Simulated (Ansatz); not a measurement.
Born–Oppenheimer molecular dynamics of AlH₂NaS (5 atoms, charge 0, multiplicity 1). It starts from a relaxed structure.

Method: RKS r2SCANh-D4/def2-SVP in Ansatz.

* ensemble: NVT, Langevin thermostat
* time step: 3 fs
* steps asked: 40
* set temperature: 1000 K
* friction: 0.05 /fs
* seed: 962535

First frame:

```xyz
5
Properties=species:S:1:pos:R:3
Na -1.448 -1.344 1.113
S 0.823 -0.258 1.583
Al 0.417 0.414 -0.375
H -1.024 -0.147 -0.946
H 1.232 1.335 -1.376
```

**Question.** How far do the bonds stretch over the last three quarters of this one trajectory? (Pairs bonded in most of those frames.)

**Answer.** 
```csv
bond,mean (Å),spread (Å),shortest,longest
Na1–S2,2.580,0.093,2.44,2.74
Na1–Al3,3.033,0.102,2.90,3.23
S2–Al3,2.150,0.033,2.08,2.21
Al3–H4,1.656,0.080,1.44,1.78
Al3–H5,1.614,0.076,1.49,1.77
```

Mean temperature of the second half: 951 K. A step of 3 fs is long for free X–H stretches (periods near 10 fs) and can bias their spread and the temperature. A run of 0.12 ps of so small a system gives no equilibrium averages.

Run time: 2.1 min on 1 thread of Intel(R) Xeon(R) Platinum 8488C (Sapphire Rapids), on a shared host, peak memory 0.15 GiB.
